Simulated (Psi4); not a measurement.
BCl$_{3}$, singlet, geometry from GFN2-xTB of the parent state; PBE/STO-3G in Psi4 1.11.

Input for Psi4:
```
memory 2 GB

molecule {
0 1
  B     0.00409589    0.01392452    0.00870572
  Cl    1.75461390   -0.24874663   -0.43087965
  Cl   -0.68171649   -0.74958120    1.51644082
  Cl   -1.07410209    0.99423238   -1.08812167
}

set basis sto-3g

energy('pbe')
print_variables()
```

It wrote (shortened):

```
   => Loading Basis Set <=

    Name: STO-3G
    Role: ORBITAL
    Keyword: BASIS

         ---------------------------------------------------------
                                   SCF
               by Justin Turney, Rob Parrish, Andy Simmonett
                          and Daniel G. A. Smith
                              RKS Reference
         ---------------------------------------------------------

  ==> Geometry <==

    Molecular point group: c1
    Full point group: C1

    Geometry (in Angstrom), charge = 0, multiplicity = 1:

       Center              X                  Y                   Z               Mass
    ------------   -----------------  -----------------  -----------------  -----------------
         B            0.004070297073     0.013837507708     0.008651316898    11.009305360000
         CL           1.754588307073    -0.248833642292    -0.430934053102    34.968852682000
         CL          -0.681742082927    -0.749668212292     1.516386416898    34.968852682000
         CL          -1.074127682927     0.994145367708    -1.088176073102    34.968852682000

  Running in c1 symmetry.

  Rotational constants: A =      0.09662  B =      0.09662  C =      0.04831 [cm^-1]
  Rotational constants: A =   2896.59461  B =   2896.59460  C =   1448.32587 [MHz]
  Nuclear repulsion =  219.224903156845244

  Charge       = 0
  Multiplicity = 1
  Electrons    = 56
  Nalpha       = 28
  Nbeta        = 28

  ==> Algorithm <==

  SCF Algorithm Type is DF.
  DIIS enabled.
  MOM disabled.
  Fractional occupation disabled.
  Guess Type is SAD.
  Energy threshold   = 1.00e-06
  Density threshold  = 1.00e-06
  Integral threshold = 1.00e-12

  ==> Primary Basis <==

  Basis Set: STO-3G
    Blend: STO-3G
    Number of shells: 18
    Number of basis functions: 32
    Number of Cartesian functions: 32
    Spherical Harmonics?: true
    Max angular momentum: 1

  ==> DFT Potential <==

   => LibXC <=

    Version 7.1.2
    S. Lehtola, C. Steigemann, M. J. T. Oliveira, and M. A. L. Marques,  SoftwareX 7, 1–5 (2018) (10.1016/j.softx.2017.11.002)

   => Composite Functional: PBE <=

    PBE GGA Exchange-Correlation Functional

    J.P. Perdew et. al., Phys. Rev. Lett., 77(18), 3865-3868, 1996

    Deriv               =              1
    GGA                 =           TRUE
    Meta                =          FALSE

    Exchange Hybrid     =          FALSE
    MP2 Hybrid          =          FALSE

   => Exchange Functionals <=

    1.0000     XC_GGA_X_PBE

   => Correlation Functionals <=

    1.0000     XC_GGA_C_PBE

   => LibXC Density Thresholds  <==

    XC_GGA_C_PBE:  1.00E-12
    XC_GGA_X_PBE:  1.00E-15

   => Molecular Quadrature <=

    Radial Scheme          =       TREUTLER
    Pruning Scheme         =           NONE
    Nuclear Scheme         =       TREUTLER

    Blocking Scheme        =         OCTREE
    BS radius alpha        =              1
    Pruning alpha          =              1
    Radial Points          =             75
    Spherical Points       =            302
    Total Points           =          79627
    Total Blocks           =            672
    Max Points             =            256
    Max Functions          =             26
    Weights Tolerance      =       1.00E-15

   => Loading Basis Set <=

    Name: (STO-3G AUX)
    Role: JKFIT
    Keyword: DF_BASIS_SCF

  ==> Integral Setup <==

  SCF_SUBTYPE=INCORE selected. In-core MEM_DF algorithm will be used.
  Using in-core AOs.

  ==> MemDFJK: Density-Fitted J/K Matrices <==

    J tasked:                   Yes
    K tasked:                    No
    wK tasked:                   No
    Algorithm:                 Core
    Schwarz Cutoff:           1E-12
    Mask sparsity (%):      14.6484
    Fitting Condition:        1E-10

   => Auxiliary Basis Set <=

  Basis Set: (STO-3G AUX)
    Blend: DEF2-UNIVERSAL-JKFIT
    Number of shells: 139
    Number of basis functions: 459
    Number of Cartesian functions: 554
    Spherical Harmonics?: true
    Max angular momentum: 4

  Minimum eigenvalue in the overlap matrix is 3.1547152058E-01.
  Reciprocal condition number of the overlap matrix is 1.7213002711E-01.
    Using symmetric orthogonalization.

  ==> Pre-Iterations <==

  SCF Guess: Superposition of Atomic Densities via on-the-fly atomic UHF (no occupation information).

   -------------------------
    Irrep   Nso     Nmo
   -------------------------
     A         32      32
   -------------------------
    Total      32      32
   -------------------------

  ==> Iterations <==

                           Total Energy        Delta E     RMS |[F,P]|

   @DF-RKS iter SAD: -1388.88315415779653   -1.38888e+03   0.00000e+00
   @DF-RKS iter   1: -1389.43263980841903   -5.49486e-01   1.27226e-02 DIIS/ADIIS
   @DF-RKS iter   2: -1388.80957581954408    6.23064e-01   3.26039e-02 DIIS/ADIIS
   @DF-RKS iter   3: -1389.57776369985027   -7.68188e-01   2.94923e-03 DIIS/ADIIS
   @DF-RKS iter   4: -1389.58429760061949   -6.53390e-03   9.74674e-05 DIIS
   @DF-RKS iter   5: -1389.58430517252714   -7.57191e-06   2.15708e-06 DIIS
   @DF-RKS iter   6: -1389.58430517683837   -4.31123e-09   1.91960e-07 DIIS
  Energy and wave function converged.

  ==> Post-Iterations <==

   Electrons on quadrature grid:
      Ntotal   =   55.9999998178 ; deviation = -1.822e-07

    Orbital Energies [Eh]
    ---------------------

    Doubly Occupied:

       1A    -99.653964     2A    -99.653961     3A    -99.653959
       4A     -9.012016     5A     -9.011902     6A     -9.011900
       7A     -6.863775     8A     -6.863619     9A     -6.863611
      10A     -6.850649    11A     -6.850446    12A     -6.850438
      13A     -6.847647    14A     -6.847429    15A     -6.847424
      16A     -6.499227    17A     -0.765253    18A     -0.718009
      19A     -0.718008    20A     -0.431590    21A     -0.365028
      22A     -0.365027    23A     -0.315241    24A     -0.255969
      25A     -0.255969    26A     -0.255032    27A     -0.255032
      28A     -0.234177

    Virtual:

      29A     -0.048965    30A      0.060584    31A      0.171374
      32A      0.171375

    Final Occupation by Irrep:
              A
    DOCC [    28 ]
    NA   [    28 ]
    NB   [    28 ]

  @DF-RKS Final Energy: -1389.58430517683837

   => Energetics <=

    Nuclear Repulsion Energy =            219.2249031568452438
    One-Electron Energy =               -2357.2139891958031512
    Two-Electron Energy =                 836.2826260108498673
    DFT Exchange-Correlation Energy =     -87.8778451487306143
    Empirical Dispersion Energy =           0.0000000000000000
    VV10 Nonlocal Energy =                  0.0000000000000000
    Total Energy =                      -1389.5843051768383702

Computation Completed

Properties will be evaluated at   0.000000,   0.000000,   0.000000 [a0]

Properties computed using the SCF density matrix

 Multipole Moments:

 ------------------------------------------------------------------------------------
     Multipole            Electronic (a.u.)      Nuclear  (a.u.)        Total (a.u.)
 ------------------------------------------------------------------------------------

 L = 1.  Multiply by 2.5417464519 to convert [e a0] to [Debye]
 Dipole X            :          0.0070922           -0.0027086            0.0043837
 Dipole Y            :          0.0241444           -0.0092081            0.0149363
 Dipole Z            :          0.0150970           -0.0057570            0.0093400
 Magnitude           :                                                    0.0181534

 ------------------------------------------------------------------------------------

  Variable Map:
  ----------------------------------------------------------------------------
  "CURRENT ENERGY"              =>   -1389.584305176838
  "CURRENT REFERENCE ENERGY"    =>   -1389.584305176838
  "DD SOLVATION ENERGY"         =>       0.000000000000
  "DFT FUNCTIONAL TOTAL ENERGY" =>   -1389.584305176838
  "DFT TOTAL ENERGY"            =>   -1389.584305176838
  "DFT VV10 ENERGY"             =>       0.000000000000
  "DFT XC ENERGY"               =>     -87.877845148731
  "GRID ELECTRONS ALPHA"        =>      27.999999908888
  "GRID ELECTRONS BETA"         =>      27.999999908888
  "GRID ELECTRONS TOTAL"        =>      55.999999817775
  "NUCLEAR REPULSION ENERGY"    =>     219.224903156845
  "ONE-ELECTRON ENERGY"         =>   -2357.213989195803
  "PCM POLARIZATION ENERGY"     =>       0.000000000000
  "PE ENERGY"                   =>       0.000000000000
  "SCF ITERATION ENERGY"        =>   -1389.584305176838
  "SCF ITERATIONS"              =>       6.000000000000
  "SCF TOTAL ENERGY"            =>   -1389.584305176838
  "TWO-ELECTRON ENERGY"         =>     836.282626010850
  "XC GRID RADIAL POINTS"       =>      75.000000000000
  "XC GRID SPHERICAL POINTS"    =>     302.000000000000
  "XC GRID TOTAL POINTS"        =>   79627.000000000000

  Array Variable Map:
  ----------------------------------------------------------------------------
  "CURRENT DIPOLE"              =>       0.004383674375 ... 0.009340048733 1 by 3
  "SCF DIPOLE"                  =>       0.004383674375 ... 0.009340048733 1 by 3
  "SCF TOTAL ENERGIES"          =>   -1388.883154157797 ... -1389.584305176838 1 by 7
```
